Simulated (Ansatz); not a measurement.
Reactions of `C1=CC2CC12`.

Gas-phase electronic energies from Ansatz, PBE0-D4/def2-TZVP geometries. CBS: MP2 limit from def2 TZ/QZ plus the TZ coupled-cluster correction, frozen cores. This one scheme is used for every species, atoms too. Functionals use def2-TZVPP. B3LYP here is the variant with VWN-RPA as its local correlation; programs differ in this. Open shells (•) are unrestricted, without spin–orbit coupling. Spin–orbit coupling would lower the free atoms: a little for C. One conformer a species, not always the lowest.

```tsv
reaction	CCSD(T)/CBS(def2) (kJ/mol)
`C1=C[C@H]2C[C@@H]12` → 5 C• + 6 H•	4732
`C1=C[C@H]2C[C@@H]12` → `C=CC1=CC1`	7
`C1=C[C@H]2C[C@@H]12` → `CC1=CC=C1`	?
`C1=C[C@H]2C[C@@H]12` → `C#CC1CC1`	-31
`C1=C[C@H]2C[C@@H]12` → `C#C/C=C/C`	?
`C1=C[C@H]2C[C@@H]12` → `C#CC(=C)C`	-71
```

(1) Fill in the missing values. (Estimate.)

Largest T1 diagnostic: 0.012, for `CC1=CC=C1`.

Results:

(1) Ansatz gave: `C1=C[C@H]2C[C@@H]12` → `CC1=CC=C1`: +60.1 kJ/mol; `C1=C[C@H]2C[C@@H]12` → `C#C/C=C/C`: -70.4 kJ/mol.
